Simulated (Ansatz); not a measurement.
# SiNHO+ (doublet): wave-function methods side by side, def2-QZVPP

An exercise on one series of results from a longer session: the logs are not shown, and one member is left open.

Program: Ansatz 0.2.0, Gaussian basis. Level of theory: def2-QZVPP, core rule «outside noble gas», up to 7 orbitals frozen. These are calculated values, not measurements.

The runs, in order: UHF; ROHF; CCSD(T) on UHF.

2 further runs of the same task are left out: 2 set aside as unsound or not needed.

## The geometry

The geometry is a PBE0/def2-TZVP stationary point (not a proven minimum) of the parent state, kept for this charge and spin.

4 atoms, charge 1, spin multiplicity 2.

Atoms are counted from 1 here; the program's logs count them from 0.

Bond lengths: O1–N2 1.191 Å, N2–Si3 1.782 Å, Si3–H4 1.519 Å. Angles: O1–N2–Si3 136.4°, N2–Si3–H4 90.8°.

Coordinates:

```xyz
4

O     0.0000   -0.1443    1.6241
N     0.0000    0.3809    0.5556
Si    0.0000   -0.1540   -1.1441
H     0.0000    1.2884   -1.6213
```

Set-up of the first run:

in.yaml reads:

```yaml
crystal:
  periodic: [false, false, false]
  atoms:
    - {symbol: O, position_ang: [0.000000, -0.144299, 1.624079]}
    - {symbol: N, position_ang: [0.000000, 0.380867, 0.555568]}
    - {symbol: Si, position_ang: [0.000000, -0.153981, -1.144069]}
    - {symbol: H, position_ang: [0.000000, 1.288393, -1.621334]}
basis:
  gaussian: {orbitals: "def2-QZVPP.json"}
total_charge: 1
magnetization: {spin_polarized: true, initial_magnetization: 1}
hamiltonian: {xc: hf}
output: {orbitals: {seedname: orbitals}}
```

Command:

```
$ ansatz run in.yaml --threads 1 --pin off --events-out ev --progress --plain --max-ram 2393MiB
```

Steps of the session up to this table: UHF; ROHF; CCSD(T) on UHF.

One of the session's tables, all rows but one given; the rest of the session is left out.

| method | from UCCSD(T) (kJ/mol) |
| --- | --- |
| ROHF | +1573.3 |
| UHF | +1501.4 |
| UMP2 | +155.0 |
| UCCSD | ? |
| UCCSD(T) | 0 |

**Question.** Estimate the row for UCCSD.

The run gave: from UCCSD(T) (kJ/mol): +87.4. In the column «from UCCSD(T) (kJ/mol)» it lies between UCCSD(T) (0) and UMP2 (+155.0).

The program flags UCCSD(T) as in doubt (see the logs), so the zero of the table is itself unsure.

To keep in mind: The determinant is far from a pure spin state, so its energy mixes those of several spin states (harmless only where they are near-degenerate, as at dissociation). The program flags UCCSD(T) as in doubt, so the zero of the table is itself unsure.
